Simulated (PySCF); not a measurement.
**Computed data sheet: thiirane (`C1CS1`)**

Compound: thiirane, C₂H₄S.
Atom-mapped SMILES: `[CH2:1]1[CH2:2][S:3]1` (hydrogens: H4, H5 on C1; H6, H7 on C2)

Among its groups: sulfide.

From GFN2-xTB geometry:

```yaml
Point_group_of_the_GFN2-xTB_geometry: C2v
Rotational_constants_A_B_C_of_the_GFN2-xTB_geometry: 22.079, 11.065, 8.166 GHz
```

**wB97X-D/def2-SVPD ground state and vertical TDDFT (core frozen in the response) (PySCF)**

```yaml
Dipole_moment: 1.98 D
HOMO_energy: -8.46 eV
LUMO_energy: 1.81 eV
HOMO–LUMO_gap: 10.27 eV
Lowest_singlet_excitation: 4.95 eV (250 nm, f = 0.000)
Strongest_line_among_the_8_lowest_singlet_transitions: S4 at 7.13 eV (174 nm, f = 0.070)
Lowest_triplet_excitation_Tamm–Dancoff: 4.57 eV
Static_isotropic_polarisability: 42.9 au
Electronic_spatial_extent_⟨r²⟩_about_the_centre_of_nuclear_charge: 199 bohr²
```

Monoisotopic mass from the formula: 60.0034 u.

No computed singlet falls in the visible range (750 to 380 nm, 1.65 to 3.26 eV); S1 lies 1.69 eV above its blue end. S1 lies 5.32 eV below the HOMO–LUMO gap; its leading configuration is HOMO→LUMO, weight 0.90. The dipole equals about 6.6 × 10⁻³⁰ C·m (1 D = 3.33564 × 10⁻³⁰ C·m). In wavenumbers S1 is 40000 cm⁻¹ (1 eV = 8065.54 cm⁻¹).

Isolated species at its GFN2-xTB geometry, gas phase.
